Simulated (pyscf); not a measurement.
Single points on ωB97X-D3(BJ)/def2-SVP structures (PySCF, gas phase).

Task: For the elementary gas-phase step C⁻≡N⁺–CH₃ + CH₃• → H₃C–C•=N–CH₃ (doublet surface; none broken, C–C formed), what barrier and reaction energy does ωB97M-D3(BJ)/def2-TZVP give, measured from the separated reactants?

Result: ΔE‡ = 5.7 kcal/mol, ΔE = -21.9 kcal/mol. Zero-point energy shifts the barrier by +1.9 kcal/mol. It is an addition, with an imaginary mode of 367i cm⁻¹. From the product side, H₃C–C≡N + CH₃• lies, by one bond made or cut, 28.3 kcal/mol under this saddle at ωB97M-D3(BJ). C⁻≡N⁺–CH₃ lies 22.5 kcal/mol over its isomer H₃C–C≡N, and others may lie lower still (electronic energy, ωB97M-D3(BJ)). H₃C–C•=N–CH₃ lies 20.8 kcal/mol over its isomer H₃C–C(CH₃)=N•, and others may lie lower still (electronic energy, ωB97M-D3(BJ)). One saddle was located; it need not be the lowest between these sides.
